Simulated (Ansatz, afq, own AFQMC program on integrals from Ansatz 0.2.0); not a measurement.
Two steps: Ansatz 0.2.0 writes the Fock matrix and Cholesky factors of the valence space, and afq projects on them the lowest state that overlaps trial and start.

```yaml
crystal:
  periodic: [false, false, false]
  atoms:
    - {symbol: B, position_ang: [0.000000, 0.000000, 1.165459]}
    - {symbol: O, position_ang: [0.000000, 0.000000, -0.106612]}
    - {symbol: H, position_ang: [0.000000, 0.000000, -1.058847]}
basis:
  gaussian: {orbitals: cc-pVQZ}
magnetization: {spin_polarized: false}
correlation: {method: ccsd_t, electrons: outside_noble_gas, hamiltonian_folder: ham}
```

```sh
$ ansatz run in.yaml --threads 1 --pin off --events-out ev --progress --plain --max-ram 16896MiB --backend cuda --devices 0, --max-vram 18GiB
```

afq runs on the folder ham with

```
--method phaseless --trial cisd --walkers 400 --populations 10 --least-time 60 --time-step 0.005 --steps-per-block 50 --equilibration-blocks 28 --max-blocks 4000 --target-error 0.00019 --factor-cut 1e-05 --seed 1258 --release-times 0.24,0.51,0.99,1.62,2.4 --release-step 0.03 --release-every 3 --taylor-order 6
```

Times are imaginary, in 1/Eh. The walk had a cap of 230 s. With eight or more populations the least sampling time is a fifth of least-time, and the error comes from their spread.

Output of the walk:

```
orbitals 138  electrons 5 5  factors 856 of 856
reference energy -100.14323634 Eh
CCSD correlation -0.34895621 Eh in 10 cycles, weight of the determinant in the CISD state 0.8901
energy of the start -100.492180 Eh
 block  time / (1/Eh)  mean weight  energy / Eh
     1     0.250  0.9999  -100.492348
     2     0.500  1.0011  -100.495534
     3     0.750  0.9991  -100.503945
     4     1.000  0.9999  -100.502123
     5     1.250  0.9992  -100.502991
     7     1.750  1.0003  -100.502131
     9     2.250  0.9995  -100.502000
    11     2.750  0.9993  -100.508557
    21     5.250  1.0010  -100.502640
    31     7.750  0.9997  -100.508109
    41    10.250  0.9999  -100.503157
    51    12.750  1.0009  -100.506984
    61    15.250  1.0007  -100.508207
    66    16.500  0.9997  -100.511032
    71    17.750  1.0001  -100.505926
    81    20.250  0.9997  -100.509494
    91    22.750  0.9986  -100.508118
   101    25.250  0.9997  -100.507061
   111    27.750  1.0012  -100.510911
   121    30.250  1.0017  -100.500552
   131    32.750  1.0027  -100.505405
   141    35.250  1.0016  -100.506933
   151    37.750  0.9991  -100.506772
   161    40.250  1.0002  -100.506807
   171    42.750  0.9988  -100.509997
   181    45.250  1.0009  -100.509368
   191    47.750  0.9992  -100.504793
   201    50.250  1.0019  -100.507992
   211    52.750  1.0002  -100.510545
   216    54.000  1.0006  -100.501817
error from the spread of 10 populations
released: time / (1/Eh)  energy / Eh  error  mean overlap
  0.24  -100.506214  0.000253  1.0018
  0.51  -100.506905  0.000290  0.9905
  0.99  -100.506931  0.000241  0.9772
  1.62  -100.507810  0.000255  0.9438
  2.40  -100.507623  0.000827  0.9151
energy -100.506352 +/- 0.000187 Eh
(rows thinned)
```

The run passed its tests (sampling time, drift between the halves within three errors, error under three times the target), which doesn't prove that it has relaxed.

Against this walk (error 5.1 meV) on the same determinant: CCSD(T) 1.6 meV higher (within the noise). The error is statistical and leaves out the bias of the constraint. None of these is a sure reference here. The released energies are still falling (meV from the phaseless value at times in 1/Eh: 4 ± 7 at 0.24, -15 ± 8 at 0.51, -16 ± 7 at 0.99, -40 ± 7 at 1.62, -35 ± 23 at 2.40), so they give no level; they do show a bias of the constraint, and the last of them that isn't too noisy lies 41 meV below CCSD(T).

Cautions: constraint bias not in the error.

The walk took 78 s on 1 × NVIDIA H100 80GB HBM3 with 2 threads of AMD EPYC 7R13 Processor (Zen 3), on a shared host (the card was shared). The log's last line is the phaseless energy.

A walk keeps the symmetry of its determinant, which the program's search chose and which needn't be the lowest solution, so a lower state of the same spin and another symmetry isn't excluded.
